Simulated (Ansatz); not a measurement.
**Where CCSD(T) holds and where it slips**

Each species is computed at the geometry given (Å), with frozen cores, in Ansatz 0.2.0: RHF-CCSD(T) for singlets, UHF-CCSD(T) otherwise, and full CI in the same basis. The program picks the determinant by a search with trial CCSD, so it needn't be the lowest Hartree–Fock solution. States: HMgNa singlet A', HNMg triplet Σ⁻ or Δ, HAlB doublet A''. Cases whose determinant has another symmetry than full CI's state, or lies over 0.5 eV above the lowest of its kind, whose (Q) step broke down or whose higher cluster runs on it stay over 0.1 eV above full CI weren't drawn.

Question: Judging by size, spin and bonding, rank them by the size of CCSD(T)'s error in total energy against full CI in the same basis, smallest first (an estimate).
A. HAlB, doublet, 6-31G: B 0.000 -0.139 1.516; Al 0.000 0.097 -0.547; H 0.000 -1.103 -1.608
B. HMgNa, singlet, cc-pVTZ: Na 0.730 0.000 1.425; Mg -0.696 0.000 -1.233; H 0.130 0.000 -2.773
C. HNMg, triplet, 6-31G: N 0.000 0.000 0.592; Mg 0.000 0.000 -3.245; H 0.000 0.000 2.653

Answer: B (10.6 meV), C (33.3 meV), A (98.5 meV).

```
       species    basis  correlated electrons  CCSD(T) − full CI (meV)  CCSDT(Q) − full CI (meV)  unpaired electrons (full CI)     T1  ⟨S²⟩ of the determinant
HMgNa, singlet  cc-pVTZ                     4                     10.6                       0.3                          0.12  0.015                     0.00
 HNMg, triplet    6-31G                     8                     33.3                      -0.5                          3.21  0.043                     2.91
 HAlB, doublet    6-31G                     7                     98.5                       6.3                          1.55  0.072                     1.66
```

Unpaired electrons are Σ n²(2−n)² over natural occupations; an open shell counts its own unpaired electrons too. Frozen cores follow each run's orbitals, which moves totals by a few meV. No single determinant describes HNMg, triplet well, by full CI's occupations. RHF is unstable for HMgNa, singlet in cc-pVTZ: UHF reaches ⟨S²⟩ = 0.37.
